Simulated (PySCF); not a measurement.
**State search for OH**

Unrestricted PBE0; basis H pcseg-1, O pcseg-1; no relativity; PySCF 2.14. Outer shells of the fragments: H 1s1; O 2s2 2p4.

Followed along the bond (rough minima from three points):

```tsv
2Ms+1	unpaired	⟨S²⟩ at the start	R at minimum (Å)	Te (eV)
2	π ↑	0.75	0.98	0.00
```

Solutions found at the starting distance of 0.920 Å, counted from the lowest of them; the search is not exhaustive and high or unbound solutions are not listed, so other states can lie among these:

| 2Ms+1 | unpaired | term | E (eV) | ⟨S²⟩ | ⟨Lz²⟩ | μ (D) |
| --- | --- | --- | --- | --- | --- | --- |
| 2 | π ↑ | ²Π | 0.00 | 0.75 | 1.00 | -1.74 |
| 4 | σ ↑, π ↑↑ | ⁴Σ⁻ | 8.33 | 3.75 | 0.00 | 2.78 |

A term symbol is given only where ⟨S²⟩ and ⟨Lz²⟩ are close to those of a pure state; the other rows mix spins, or terms through real π, δ and φ orbitals. A positive dipole means H(−)O(+).

Counting both spins, an empty level lies below a filled one in some of these solutions, because spin and occupation are held.
